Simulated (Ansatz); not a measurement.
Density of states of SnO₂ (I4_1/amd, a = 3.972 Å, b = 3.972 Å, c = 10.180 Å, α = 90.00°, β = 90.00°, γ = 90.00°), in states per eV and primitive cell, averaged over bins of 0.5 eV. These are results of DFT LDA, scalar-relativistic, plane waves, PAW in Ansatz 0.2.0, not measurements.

Cutoff 420 eV; k points 10×10×10 on the computed 6-atom cell (Γ-centred); Gaussian smearing, width 0.02 eV; no spin polarisation.

The cell is relaxed at this level. The states (both spins) are summed by tetrahedra on a 15×15×15 mesh at the self-consistent density. Energies are bin centres; the table starts no lower than −8 eV and ends at 6 eV, or lower where the solved bands end.

The gap is 1.73 eV at this level, with the zero inside it.

| E − E_F (eV) | total | O 2p | Sn 5s | Sn 5p | O 2s |
| --- | --- | --- | --- | --- | --- |
| -7.80 | 1.50 | 0.85 | 0.51 | 0.04 | 0.08 |
| -7.30 | 1.27 | 0.74 | 0.39 | 0.04 | 0.08 |
| -6.80 | 1.43 | 0.87 | 0.36 | 0.08 | 0.10 |
| -6.30 | 1.41 | 0.92 | 0.23 | 0.16 | 0.08 |
| -5.80 | 1.34 | 0.97 | 0.05 | 0.27 | 0.02 |
| -5.30 | 2.19 | 1.60 | 0.06 | 0.43 | 0.07 |
| -4.80 | 2.61 | 1.99 | 0.05 | 0.46 | 0.08 |
| -4.30 | 2.97 | 2.29 | 0.08 | 0.44 | 0.10 |
| -3.80 | 3.45 | 2.70 | 0.08 | 0.52 | 0.10 |
| -3.30 | 3.30 | 2.69 | 0.05 | 0.39 | 0.11 |
| -2.80 | 2.78 | 2.38 | 0.04 | 0.23 | 0.08 |
| -2.30 | 4.43 | 4.05 | 0.02 | 0.19 | 0.07 |
| -1.80 | 7.42 | 7.08 | 0.01 | 0.12 | 0.04 |
| -1.30 | 8.56 | 8.34 | 0.01 | 0.04 | 0.01 |
| -0.80 | 1.59 | 1.56 | 0.00 | 0.01 | 0.00 |
| -0.30 | 0.00 | 0.00 | 0.00 | 0.00 | 0.00 |
| 0.20 | 0.00 | 0.00 | 0.00 | 0.00 | 0.00 |
| 0.70 | 0.00 | 0.00 | 0.00 | 0.00 | 0.00 |
| 1.20 | 0.04 | 0.01 | 0.02 | 0.00 | 0.01 |
| 1.70 | 0.10 | 0.02 | 0.05 | 0.00 | 0.02 |
| 2.20 | 0.17 | 0.04 | 0.08 | 0.01 | 0.04 |
| 2.70 | 0.28 | 0.08 | 0.12 | 0.02 | 0.06 |
| 3.20 | 0.45 | 0.13 | 0.19 | 0.04 | 0.08 |
| 3.70 | 0.80 | 0.25 | 0.35 | 0.07 | 0.12 |
| 4.20 | 1.35 | 0.43 | 0.60 | 0.12 | 0.17 |
| 4.70 | 1.39 | 0.49 | 0.62 | 0.13 | 0.12 |
| 5.20 | 1.72 | 0.60 | 0.80 | 0.17 | 0.09 |
| 5.70 | 1.12 | 0.39 | 0.52 | 0.12 | 0.05 |

The columns after the total are the main Löwdin projections on the occupied valence shells of the potentials; 1 other is left out. The rest of the total lies in those, in shells that are empty in the free atom, which aren't projected, and between the atoms.

This form isn't the usual stable structure of the compound.

Cost: 1 run of about 4.1 core-minutes, on Intel Xeon Processor @ 2.50GHz (Skylake/Cascade Lake) (shared hosts).